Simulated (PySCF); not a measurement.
hydrogen cyanide (CHN), SMILES C#N.

Geometry: ωB97X-D3(BJ)/def2-TZVPD.

All values below come from SMD-ωB97X/def2-SVP in PySCF.

Solvation free energies are E(SMD) − E(gas) at the gas-phase geometry, for 1 M in both phases. In vacuum the dipole moment is 2.92 D.

Rank water, benzene, acetone by solvation free energy, most negative first.

acetone (-3.8 kcal/mol), water (-1.5 kcal/mol), benzene (-1.0 kcal/mol)
